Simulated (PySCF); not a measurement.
2-chloro-1,1-difluoroethane, C₂H₃ClF₂, SMILES FC(F)CCl, point group C1.

Force field and properties: B3LYP/pcSseg-1 (PySCF, grid level 2). Vibrational terms come from second-order perturbation theory with semi-diagonal cubic constants, by steps of ±0.6 along the normal coordinates of each isotopologue. The parent has the commonest isotopes.

Equilibrium geometry (Å):

```
atom        x        y        z
  F1  -1.5643  -0.7128  -0.5263
  C2  -0.7321   0.1818   0.0959
  F3  -0.9369   1.4011  -0.4743
  C4   0.6903  -0.2822  -0.1345
 Cl5   1.8653   0.7303   0.7834
  H6  -1.0148   0.2424   1.1519
  H7   0.9291  -0.2091  -1.1972
  H8   0.7997  -1.3139   0.2029
```

(1) Give the equilibrium and ground-state rotational constants (MHz) of parent; ³⁷Cl at 5; ²H at 8.

(2) How is the parent's vibrational correction B0 − Be made up?

(3) And its quartic centrifugal distortion constants from the harmonic force field?

(4) Which nuclear quadrupole couplings χaa, χbb, χcc (MHz) does the parent show, at equilibrium and averaged?

A mode lies under 250 cm⁻¹, where this perturbation treatment is rough. Internal rotors are held in one well.

Results:

(1) 
```
  species      Ae      Be      Ce      A0      B0      C0  Δ0 (u Å²)  harmonic ZPE (cm⁻¹)
   parent  8911.5  2135.9  1819.3  8844.2  2122.6  1807.2    -15.578                11358
³⁷Cl at 5  8909.8  2076.3  1775.9  8842.6  2063.4  1764.1    -15.597                11353
  ²H at 8  8448.1  2135.2  1798.6  8383.8  2121.6  1786.6    -15.619                10624
```

Δ0 = Ic − Ia − Ib from the ground-state constants.

(2) 
```
axis  harmonic  Coriolis  cubic  total (MHz)
   a      17.1     -11.8  -72.5        -67.3
   b      2.65    -0.662  -15.3        -13.3
   c         1    -0.504  -12.6        -12.1
```

(3) Asymmetric top, A reduction, Ir representation: ΔJ = 0.404 kHz, ΔJK = 5.85 kHz, ΔK = 3.33 kHz, δJ = 0.0658 kHz, δK = 3.29 kHz.

(4) 35Cl at 5: -55.5, 22.3, 33.2 and -55.3, 22.3, 33.0.
